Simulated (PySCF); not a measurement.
# Core-level binding energies of Si(NH2)2H2

Species: Si(NH2)2H2.
Bonds: Si1–N2, Si1–N5. Hydrogens: H8, H9 on Si1; H3, H4 on N2; H6, H7 on N5.

Computed with delta-SCF UKS SCAN, pcX-2 on the ionised atom, pcseg-1 elsewhere, spin-free X2C (PySCF 2.14.0). These are vertical core ionisation energies against the vacuum level, from separate self-consistent calculations with and without the core hole.

**Question.** Give the core binding energies atom by atom.

**Answer.** 
```json
{"atom(s)": "Si1", "environment": "silicon bonded to 2 N and 2 H", "level": "Si 2p3/2", "binding energy (eV)": "106.89", "2p1/2 (eV)": "107.52", "count": "1"}
{"atom(s)": "Si1", "environment": "silicon bonded to 2 N and 2 H", "level": "Si 1s", "binding energy (eV)": "1846.89", "2p1/2 (eV)": "–", "count": "1"}
{"atom(s)": "N2/N5", "environment": "nitrogen bonded to Si and 2 H", "level": "N 1s", "binding energy (eV)": "404.53", "2p1/2 (eV)": "–", "count": "2"}
```

**Question.** Which photon wavelength matches the Si 2p3/2 of Si1 threshold?

**Answer.** λ = hc/E = 12398.42 eV Å / 106.89 eV = 115.992 Å.

Atoms equivalent by their bonding share one computed value, that of the first of them. The 2p values add to the ΔSCF energy of one spin-free hole a correction within the shell (spin–orbit coupling, ligand field). 2p1/2 minus 2p3/2 (ligand field included): Si 0.62 eV. Isolated species at its PBE0-D3(BJ)/def2-SVP geometry (one conformer only).
